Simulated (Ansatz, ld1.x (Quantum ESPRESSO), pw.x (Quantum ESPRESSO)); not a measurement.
pw.x on fcc Mg: one setting changed

Potential: ultrasoft, ld1.x (Quantum ESPRESSO) 7.5, LDA (PW92); core [Ne], reference 3s1.5 3p0; waves: 3s (bound): rcut 1.70, rcutus 2.10 bohr; 3s channel at -0.05 Ry: rcut 1.70, rcutus 2.10 bohr; 3p (bound, empty): rcut 2.30, rcutus 3.00 bohr; 3p channel at 0.06 Ry: rcut 2.30, rcutus 3.00 bohr; local part: all-electron potential smoothed inside 1.60 bohr (lloc = -1); core correction: none; augmentation: built from norm-conserving waves at rcut, not smoothed further.

The reference run (k-mesh 13³, cutoffs 40/600 Ry, Fermi–Dirac 0.01 Ry, mixing_beta 0.4, conv_thr 1e-9, no spin) gives -0.62 GPa at 21.873 Å³/atom, where all-electron LAPW gives -0.08 GPa. This run, with its own iteration cap, changes conv_thr to 1.0, a wrong or extreme entry chosen on purpose.

```
&control
  calculation='scf', prefix='x', pseudo_dir='./', outdir='./tmp', tstress=.true., disk_io='none'
/
&system
  ibrav=0, nat=1, ntyp=1, ecutwfc=40, ecutrho=600, nbnd=8,
  occupations='smearing', smearing='fd', degauss=0.01
/
&electrons
  conv_thr=1, mixing_beta=0.4, electron_maxstep=70
/
ATOMIC_SPECIES
Mg 1.0 Mg.UPF
CELL_PARAMETERS angstrom
  0.00000000 2.21969235 2.21969235
  2.21969235 0.00000000 2.21969235
  2.21969235 2.21969235 0.00000000
ATOMIC_POSITIONS crystal
Mg 0.0000 0.0000 0.0000
K_POINTS automatic
13 13 13 0 0 0
```

```bash
pw.x < Mg.scf.in > Mg.scf.out
```

Question: How does the run end?

Answer: It converges in 1 iterations; the free energy moves by +0.4 meV/atom and the pressure by +0.04 GPa. The result is that of the reference run.

```
Message from routine setup:
     using ibrav=0 with symmetry is DISCOURAGED, use correct ibrav instead
     lattice parameter (alat)  =       5.9321  a.u.
     unit-cell volume          =     147.6063 (a.u.)^3
     number of electrons       =         2.00
     number of Kohn-Sham states=            8
     kinetic-energy cutoff     =      40.0000  Ry
     charge density cutoff     =     600.0000  Ry
     scf convergence threshold =      1.0E+00
     Exchange-correlation= PW
     number of k points=    84  Fermi-Dirac smearing, width (Ry)=  0.0100
     iteration #  1     ecut=    40.00 Ry     beta= 0.40
     the Fermi energy is     3.6608 ev
!    total energy              =      -1.80290396 Ry
     estimated scf accuracy    <       0.00498660 Ry
     smearing contrib. (-TS)   =      -0.00194954 Ry
     The total energy is F=E-TS. E is the sum of the following terms:
     one-electron contribution =       1.24897899 Ry
     hartree contribution      =       0.00334236 Ry
     xc contribution           =      -0.86720299 Ry
     ewald contribution        =      -2.18607279 Ry
     convergence has been achieved in   1 iterations
          total   stress  (Ry/bohr**3)                   (kbar)     P=       -5.82
     Message from routine punch:
     Nothing written, as per user request (disk_io='none')
```

The run took about 2.3 s on one core of a shared host (Neoverse-V1, 32 threads, 247 GiB, load 24).
